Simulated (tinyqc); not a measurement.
UKS/LDA (VWN5) in the sto-3g basis, for CH2, spin multiplicity 3, step by step (part 2 of 2). Computed by tinyqc, a small Python program that keeps every step (integrals from PySCF). Command: `OMP_NUM_THREADS=1 python tinyqc.py 31123 31124 out.jsonl` (the two numbers bound the seeds that draw the settings). One thread of a shared host (Intel(R) Xeon(R) Processor @ 2.60GHz), about 2 s of CPU time with the checks.

Geometry (angstrom):
```
atom         x          y         z
C     0.000000   0.000000  0.000000
H     0.000000   1.253000  0.889000
H     0.000000  -1.253000  0.889000
```

## Iteration 2: building the Kohn-Sham matrix

D(alpha) after iteration 1, lower triangle:
```
            1C 1s      1C 2s    1C 2px     1C 2py     1C 2pz      2H 1s     3H 1s
1C 1s    0.327704
1C 2s   -0.117532   0.512014
1C 2px   0.000000   0.000000  1.000000
1C 2py   0.000000   0.000000  0.000000   1.116852
1C 2pz   0.051707  -0.195266  0.000000   0.000000   0.939756
2H 1s    0.026118  -0.182345  0.000000  -0.224640  -0.129577   0.833764
3H 1s    0.026118  -0.182345  0.000000   0.224640  -0.129577  -0.010111  0.833764
```

D(beta) after iteration 1, lower triangle:
```
            1C 1s      1C 2s    1C 2px     1C 2py     1C 2pz      2H 1s     3H 1s
1C 1s    0.327632
1C 2s   -0.117118   0.509723
1C 2px   0.000000   0.000000  0.000000
1C 2py   0.000000   0.000000  0.000000   0.043779
1C 2pz   0.051951  -0.196620  0.000000   0.000000   0.938956
2H 1s    0.025566  -0.179763  0.000000  -0.134651  -0.128020   0.825558
3H 1s    0.025566  -0.179763  0.000000   0.134651  -0.128020  -0.002735  0.825558
```

core Hamiltonian H = T + V (hartree), lower triangle:
```
             1C 1s      1C 2s     1C 2px     1C 2py     1C 2pz      2H 1s      3H 1s
1C 1s   -18.450501
1C 2s    -4.449211  -5.404280
1C 2px    0.000000   0.000000  -4.317987
1C 2py    0.000000   0.000000   0.000000  -4.395367
1C 2pz   -0.009866  -0.112772   0.000000   0.000000  -4.356939
2H 1s    -0.409753  -1.192169   0.000000  -0.924237  -0.671689  -2.737239
3H 1s    -0.409753  -1.192169   0.000000   0.924237  -0.671689  -0.197034  -2.737239
```

nuclear repulsion = 4.34445541 hartree

V_xc(alpha) (hartree), lower triangle:
```
            1C 1s      1C 2s     1C 2px     1C 2py     1C 2pz      2H 1s      3H 1s
1C 1s   -1.551597
1C 2s   -0.266114  -0.599868
1C 2px   0.000000   0.000000  -0.590097
1C 2py   0.000000   0.000000   0.000000  -0.602945
1C 2pz   0.003761   0.017727   0.000000   0.000000  -0.602189
2H 1s   -0.024297  -0.131352   0.000000  -0.114831  -0.078769  -0.477611
3H 1s   -0.024297  -0.131352   0.000000   0.114831  -0.078769  -0.019575  -0.477611
```

V_xc(beta) (hartree), lower triangle:
```
            1C 1s      1C 2s     1C 2px     1C 2py     1C 2pz      2H 1s      3H 1s
1C 1s   -1.505707
1C 2s   -0.237664  -0.485817
1C 2px   0.000000   0.000000  -0.448316
1C 2py   0.000000   0.000000   0.000000  -0.465124
1C 2pz   0.005013   0.024503   0.000000   0.000000  -0.538111
2H 1s   -0.021710  -0.113050   0.000000  -0.099809  -0.072270  -0.467701
3H 1s   -0.021710  -0.113050   0.000000   0.099809  -0.072270  -0.017787  -0.467701
```

E_xc = sum of w rho eps_xc = -3.78938824 hartree

Given earlier and not repeated: Two-electron integrals (ij|kl) in chemists' order.

J_ij = sum D_kl (ij|kl) with D = D(alpha) + D(beta); F = H + J + V_xc; E = tr D H + tr D J / 2 + E_xc + E_nn.

Coulomb J (hartree), lower triangle:
```
            1C 1s      1C 2s    1C 2px     1C 2py    1C 2pz     2H 1s     3H 1s
1C 1s    7.023498
1C 2s    1.528212   4.313849
1C 2px   0.000000   0.000000  4.252029
1C 2py   0.000000   0.000000  0.000000   4.332228
1C 2pz  -0.013595  -0.000982  0.000000   0.000000  4.350182
2H 1s    0.138874   0.996687  0.000000   0.856356  0.612526  3.095964
3H 1s    0.138874   0.996687  0.000000  -0.856356  0.612526  0.162854  3.095964
```

F(alpha) (hartree), lower triangle:
```
             1C 1s      1C 2s     1C 2px     1C 2py     1C 2pz      2H 1s      3H 1s
1C 1s   -12.978600
1C 2s    -3.187113  -1.690299
1C 2px    0.000000   0.000000  -0.656054
1C 2py    0.000000   0.000000   0.000000  -0.666085
1C 2pz   -0.019700  -0.096027   0.000000   0.000000  -0.608946
2H 1s    -0.295176  -0.326834   0.000000  -0.182711  -0.137932  -0.118886
3H 1s    -0.295176  -0.326834   0.000000   0.182711  -0.137932  -0.053755  -0.118886
```

F(beta) (hartree), lower triangle:
```
             1C 1s      1C 2s     1C 2px     1C 2py     1C 2pz      2H 1s      3H 1s
1C 1s   -12.932710
1C 2s    -3.158664  -1.576248
1C 2px    0.000000   0.000000  -0.514273
1C 2py    0.000000   0.000000   0.000000  -0.528264
1C 2pz   -0.018448  -0.089251   0.000000   0.000000  -0.544869
2H 1s    -0.292589  -0.308532   0.000000  -0.167690  -0.131433  -0.108976
3H 1s    -0.292589  -0.308532   0.000000   0.167690  -0.131433  -0.051966  -0.108976
```

total energy of this density = -21.53611919 hartree

This density is a damped mixture and is not idempotent.

## Iteration 2: DIIS over 2 matrices

error matrix X^T (FDS - SDF) X (alpha):
```
           1          2         3          4         5          6          7
1   0.000000  -0.006141  0.000000   0.000000  0.007212   0.009400   0.009400
2   0.006141   0.000000  0.000000   0.000000  0.048078  -0.036879  -0.036879
3   0.000000   0.000000  0.000000   0.000000  0.000000   0.000000   0.000000
4   0.000000   0.000000  0.000000   0.000000  0.000000   0.018497  -0.018497
5  -0.007212  -0.048078  0.000000   0.000000  0.000000  -0.011906  -0.011906
6  -0.009400   0.036879  0.000000  -0.018497  0.011906   0.000000   0.000000
7  -0.009400   0.036879  0.000000   0.018497  0.011906   0.000000   0.000000
```

B (overlaps of the stored error matrices):
```
               1              2
1  3.8115913e-02  3.7143573e-02
2  3.7143573e-02  4.0217080e-02
```

Minimise |sum c_i e_i|^2 with sum c_i = 1: solve [B -1; -1 0][c; lambda] = [0; -1] with B_ij = tr e_i^T e_j summed over both spins, and take F = sum c_i F_i.

DIIS coefficients: 0.759670  0.240330

extrapolated F(alpha) (hartree), lower triangle:
```
             1C 1s      1C 2s     1C 2px     1C 2py     1C 2pz      2H 1s      3H 1s
1C 1s   -14.026337
1C 2s    -3.404701  -2.042525
1C 2px    0.000000   0.000000  -1.020915
1C 2py    0.000000   0.000000   0.000000  -1.006856
1C 2pz   -0.024374  -0.086203   0.000000   0.000000  -0.962242
2H 1s    -0.314955  -0.365606   0.000000  -0.200202  -0.148897  -0.024917
3H 1s    -0.314955  -0.365606   0.000000   0.200202  -0.148897  -0.057521  -0.024917
```

extrapolated F(beta) (hartree), lower triangle:
```
             1C 1s      1C 2s     1C 2px     1C 2py     1C 2pz      2H 1s      3H 1s
1C 1s   -13.916344
1C 2s    -3.363064  -1.913680
1C 2px    0.000000   0.000000  -0.859473
1C 2py    0.000000   0.000000   0.000000  -0.852372
1C 2pz   -0.022452  -0.073549   0.000000   0.000000  -0.890135
2H 1s    -0.311154  -0.345066   0.000000  -0.183725  -0.141122  -0.014539
3H 1s    -0.311154  -0.345066   0.000000   0.183725  -0.141122  -0.055500  -0.014539
```

## Iteration 2: diagonalisation and new density

X, lower triangle:
```
            1C 1s      1C 2s    1C 2px     1C 2py     1C 2pz      2H 1s     3H 1s
1C 1s    1.025467
1C 2s   -0.137751   1.090229
1C 2px   0.000000   0.000000  1.000000
1C 2py   0.000000   0.000000  0.000000   1.051373
1C 2pz  -0.005275   0.040964  0.000000   0.000000   1.025429
2H 1s    0.016827  -0.153953  0.000000  -0.137795  -0.096009   1.070341
3H 1s    0.016827  -0.153953  0.000000   0.137795  -0.096009  -0.008663  1.070341
```

overlap S, lower triangle:
```
           1C 1s     1C 2s    1C 2px     1C 2py    1C 2pz     2H 1s     3H 1s
1C 1s   1.000000
1C 2s   0.248362  1.000000
1C 2px  0.000000  0.000000  1.000000
1C 2py  0.000000  0.000000  0.000000   1.000000
1C 2pz  0.000000  0.000000  0.000000   0.000000  1.000000
2H 1s   0.022620  0.270976  0.000000   0.244177  0.173243  1.000000
3H 1s   0.022620  0.270976  0.000000  -0.244177  0.173243  0.048964  1.000000
```

Diagonalise F' = X^T F X, C = X C', fill 5 alpha and 3 beta electrons from the bottom; D(s) = C_occ C_occ^T; the new density keeps 0.7 of the old one (damping). Each column has its largest component positive (the first on a tie).

F' = X^T F X (alpha) (hartree), lower triangle:
```
            1          2          3          4          5          6         7
1  -13.844950
2   -1.510839  -1.461711
3    0.000000   0.000000  -1.020915
4    0.000000   0.000000   0.000000  -0.995709
5   -0.019452  -0.078053   0.000000   0.000000  -0.958896
6   -0.027115  -0.136535   0.000000  -0.093699  -0.063107   0.105469
7   -0.027115  -0.136535   0.000000   0.093699  -0.063107  -0.013320  0.105469
```

orbital energies (alpha) (hartree): MO1 -14.026946, MO2 -1.325657, MO3 -1.020915, MO4 -1.011247, MO5 -0.943976, MO6 0.123172, MO7 0.134327

coefficients C (alpha):
```
              MO1        MO2       MO3        MO4        MO5        MO6        MO7
1C 1s    1.001748  -0.248515  0.000000   0.000000   0.055567   0.052969   0.000000
1C 2s   -0.007381   1.036291  0.000000   0.000000  -0.232036  -0.358971   0.000000
1C 2px   0.000000   0.000000  1.000000   0.000000   0.000000   0.000000   0.000000
1C 2py   0.000000   0.000000  0.000000   1.021522   0.000000   0.000000  -0.315993
1C 2pz   0.001344   0.258038  0.000000   0.000000   0.979419  -0.214006   0.000000
2H 1s    0.001364  -0.065011  0.000000  -0.047999  -0.025893   0.769340   0.773827
3H 1s    0.001364  -0.065011  0.000000   0.047999  -0.025893   0.769340  -0.773827
```

F' = X^T F X (beta) (hartree), lower triangle:
```
            1          2          3          4          5          6         7
1  -13.738526
2   -1.498097  -1.330832
3    0.000000   0.000000  -0.859473
4    0.000000   0.000000   0.000000  -0.834175
5   -0.019095  -0.062370   0.000000   0.000000  -0.884980
6   -0.027947  -0.135716   0.000000  -0.098004  -0.064168   0.111093
7   -0.027947  -0.135716   0.000000   0.098004  -0.064168  -0.013492  0.111093
```

orbital energies (beta) (hartree): MO1 -13.917171, MO2 -1.196528, MO3 -0.874465, MO4 -0.859473, MO5 -0.853809, MO6 0.131427, MO7 0.144220

coefficients C (beta):
```
              MO1        MO2        MO3       MO4        MO5        MO6        MO7
1C 1s    1.002061  -0.246742   0.055233  0.000000   0.000000   0.055615   0.000000
1C 2s   -0.008726   1.032052  -0.231786  0.000000   0.000000  -0.371110   0.000000
1C 2px   0.000000   0.000000   0.000000  1.000000   0.000000   0.000000   0.000000
1C 2py   0.000000   0.000000   0.000000  0.000000   1.013647   0.000000  -0.340411
1C 2pz   0.001109   0.253485   0.978911  0.000000   0.000000  -0.221637   0.000000
2H 1s    0.001633  -0.055158  -0.022565  0.000000  -0.029419   0.770213   0.774756
3H 1s    0.001633  -0.055158  -0.022565  0.000000   0.029419   0.770213  -0.774756
```

D(alpha) after iteration 2, lower triangle:
```
            1C 1s      1C 2s    1C 2px     1C 2py     1C 2pz      2H 1s     3H 1s
1C 1s    0.549897
1C 2s   -0.165619   0.696748
1C 2px   0.000000   0.000000  1.000000
1C 2py   0.000000   0.000000  0.000000   1.094849
1C 2pz   0.033688  -0.124646  0.000000   0.000000   0.965583
2H 1s    0.023108  -0.146053  0.000000  -0.171957  -0.103344   0.585795
3H 1s    0.023108  -0.146053  0.000000   0.171957  -0.103344  -0.006299  0.585795
```

D(beta) after iteration 2, lower triangle:
```
            1C 1s      1C 2s    1C 2px     1C 2py     1C 2pz      2H 1s     3H 1s
1C 1s    0.549760
1C 2s   -0.164841   0.692486
1C 2px   0.000000   0.000000  0.000000
1C 2py   0.000000   0.000000  0.000000   0.030646
1C 2pz   0.034156  -0.127223  0.000000   0.000000   0.964026
2H 1s    0.022096  -0.141347  0.000000  -0.094256  -0.100435   0.578957
3H 1s    0.022096  -0.141347  0.000000   0.094256  -0.100435  -0.000848  0.578957
```

## Iteration 66 (converged): orbitals

converged F(alpha) (hartree), lower triangle:
```
            1C 1s      1C 2s     1C 2px     1C 2py     1C 2pz      2H 1s      3H 1s
1C 1s   -9.527410
1C 2s   -2.652039  -1.132912
1C 2px   0.000000   0.000000  -0.079338
1C 2py   0.000000   0.000000   0.000000  -0.088598
1C 2pz   0.000732  -0.008434   0.000000   0.000000  -0.095924
2H 1s   -0.245809  -0.251940   0.000000  -0.140127  -0.101126  -0.162036
3H 1s   -0.245809  -0.251940   0.000000   0.140127  -0.101126  -0.045004  -0.162036
```

converged F(beta) (hartree), lower triangle:
```
            1C 1s      1C 2s    1C 2px     1C 2py     1C 2pz      2H 1s      3H 1s
1C 1s   -9.496299
1C 2s   -2.630507  -1.025627
1C 2px   0.000000   0.000000  0.056215
1C 2py   0.000000   0.000000  0.000000  -0.014709
1C 2pz  -0.004993  -0.048703  0.000000   0.000000   0.016834
2H 1s   -0.244065  -0.238977  0.000000  -0.133138  -0.098146  -0.147840
3H 1s   -0.244065  -0.238977  0.000000   0.133138  -0.098146  -0.043399  -0.147840
```

Diagonalise F' = X^T F X, C = X C', fill 5 alpha and 3 beta electrons from the bottom; D(s) = C_occ C_occ^T. Each column has its largest component positive (the first on a tie).

F' = X^T F X (alpha) (hartree), lower triangle:
```
           1          2          3          4          5          6          7
1  -9.305841
2  -1.439576  -0.590689
3   0.000000   0.000000  -0.079338
4   0.000000   0.000000   0.000000  -0.021176
5  -0.014408   0.034745   0.000000   0.000000  -0.063129
6   0.003754  -0.131217   0.000000  -0.134050  -0.092257  -0.067578
7   0.003754  -0.131217   0.000000   0.134050  -0.092257  -0.011296  -0.067578
```

orbital energies (alpha) (hartree): MO1 -9.537546, MO2 -0.452056, MO3 -0.229116, MO4 -0.162357, MO5 -0.079338, MO6 0.113426, MO7 0.151657

coefficients C (alpha):
```
              MO1        MO2        MO3        MO4       MO5        MO6        MO7
1C 1s    0.990599  -0.255062   0.000000   0.104721  0.000000  -0.117649   0.000000
1C 2s    0.036724   0.873856   0.000000  -0.441781  0.000000   0.544528   0.000000
1C 2px   0.000000   0.000000   0.000000   0.000000  1.000000   0.000000   0.000000
1C 2py   0.000000   0.000000   0.564326   0.000000  0.000000   0.000000   0.908238
1C 2pz   0.001930   0.047162   0.000000   0.730692  0.000000   0.731783   0.000000
2H 1s   -0.006008   0.202518   0.470988   0.358530  0.000000  -0.653597  -0.615859
3H 1s   -0.006008   0.202518  -0.470988   0.358530  0.000000  -0.653597   0.615859
```

F' = X^T F X (beta) (hartree), lower triangle:
```
           1          2         3          4          5          6          7
1  -9.277157
2  -1.435018  -0.480272
3   0.000000   0.000000  0.056215
4   0.000000   0.000000  0.000000   0.056928
5  -0.015124  -0.003552  0.000000   0.000000   0.051204
6   0.003366  -0.131508  0.000000  -0.138433  -0.094972  -0.054494
7   0.003366  -0.131508  0.000000   0.138433  -0.094972  -0.011521  -0.054494
```

orbital energies (beta) (hartree): MO1 -9.505420, MO2 -0.378350, MO3 -0.195068, MO4 -0.056575, MO5 0.056215, MO6 0.168106, MO7 0.209022

coefficients C (beta):
```
              MO1        MO2        MO3        MO4       MO5        MO6        MO7
1C 1s    0.991147  -0.230952   0.000000  -0.159308  0.000000  -0.100309   0.000000
1C 2s    0.034713   0.778975   0.000000   0.653960  0.000000   0.470089   0.000000
1C 2px   0.000000   0.000000   0.000000   0.000000  1.000000   0.000000   0.000000
1C 2py   0.000000   0.000000   0.491133   0.000000  0.000000   0.000000   0.949814
1C 2pz   0.002570   0.138345   0.000000  -0.589599  0.000000   0.839567   0.000000
2H 1s   -0.005757   0.274333   0.517973  -0.420716  0.000000  -0.586932  -0.576902
3H 1s   -0.005757   0.274333  -0.517973  -0.420716  0.000000  -0.586932   0.576902
```

D(alpha) after iteration 66, lower triangle:
```
            1C 1s      1C 2s    1C 2px     1C 2py    1C 2pz      2H 1s     3H 1s
1C 1s    1.057310
1C 2s   -0.232772   0.960144
1C 2px   0.000000   0.000000  1.000000
1C 2py   0.000000   0.000000  0.000000   0.318463
1C 2pz   0.066401  -0.281522  0.000000   0.000000  0.536139
2H 1s   -0.020060   0.018359  0.000000   0.265791  0.271514   0.391423
3H 1s   -0.020060   0.018359  0.000000  -0.265791  0.271514  -0.052237  0.391423
```

D(beta) after iteration 66, lower triangle:
```
            1C 1s     1C 2s    1C 2px     1C 2py    1C 2pz      2H 1s     3H 1s
1C 1s    1.035710
1C 2s   -0.145500  0.608007
1C 2px   0.000000  0.000000  0.000000
1C 2py   0.000000  0.000000  0.000000   0.241212
1C 2pz  -0.029404  0.107857  0.000000   0.000000  0.019146
2H 1s   -0.069063  0.213499  0.000000   0.254394  0.037938   0.343588
3H 1s   -0.069063  0.213499  0.000000  -0.254394  0.037938  -0.193005  0.343588
```

## Convergence

Stop when the energy changes by less than 1e-09 hartree and every element of the error matrix X^T (F D S - S D F) X (for each spin) is below 9e-06.

Course of the cycle:
```
iteration   E (hartree)     change  largest element of the error matrix
1          -12.47982199          -                             5.50e-02
2          -21.53611919  -9.06e+00                             6.46e-02
3          -27.01209286  -5.48e+00                             5.93e-02
4          -30.37612974  -3.36e+00                             8.86e-02
5          -32.53580917  -2.16e+00                             1.20e-01
6          -34.10380022  -1.57e+00                             1.45e-01
7          -35.22091052  -1.12e+00                             1.61e-01
8          -36.05907483  -8.38e-01                             1.60e-01
9          -36.70446859  -6.45e-01                             1.28e-01
10         -37.11376836  -4.09e-01                             1.19e-01
11         -37.40038808  -2.87e-01                             1.11e-01
12         -37.63009245  -2.30e-01                             7.30e-02
13         -37.77959945  -1.50e-01                             5.40e-02
14         -37.88216182  -1.03e-01                             4.04e-02
...                 ...        ...                                  ...
53         -38.11594688  -8.87e-08                             3.90e-08
54         -38.11594695  -6.21e-08                             2.73e-08
55         -38.11594699  -4.34e-08                             1.91e-08
56         -38.11594702  -3.04e-08                             1.34e-08
57         -38.11594704  -2.13e-08                             9.38e-09
58         -38.11594706  -1.49e-08                             6.56e-09
59         -38.11594707  -1.04e-08                             4.59e-09
60         -38.11594707  -7.30e-09                             3.22e-09
61         -38.11594708  -5.11e-09                             2.25e-09
62         -38.11594708  -3.58e-09                             1.58e-09
63         -38.11594709  -2.50e-09                             1.10e-09
64         -38.11594709  -1.75e-09                             7.72e-10
65         -38.11594709  -1.23e-09                             5.40e-10
66         -38.11594709  -8.59e-10                             3.78e-10
```

PySCF UKS in the same basis, fine grid, after a stability check = -38.10323517 hartree

Converged in 66 iterations. The coarse grid moves the energy by -1.27e-02 hartree.

## Populations, bond orders and dipole

Mulliken: Z minus the diagonal of D S on the atom; Loewdin: the same with S^(1/2) D S^(1/2); Mayer order: 2 sum_s sum (D(s) S)_ij (D(s) S)_ji over the two atoms.

Charges (e):
```
atom   Mulliken    Loewdin  Mulliken spin
1C    -0.071114  -0.048146       1.907589
2H     0.035557   0.024073       0.046206
3H     0.035557   0.024073       0.046206
```

Mayer bond orders:
```
pair     order
2-1   0.930737
3-1   0.930737
3-2   0.065863
```

dipole moment about the origin, x y z (debye): 0.000000  0.000000  0.415376

<S^2> of the determinant (pure state: 2) = 2.007026
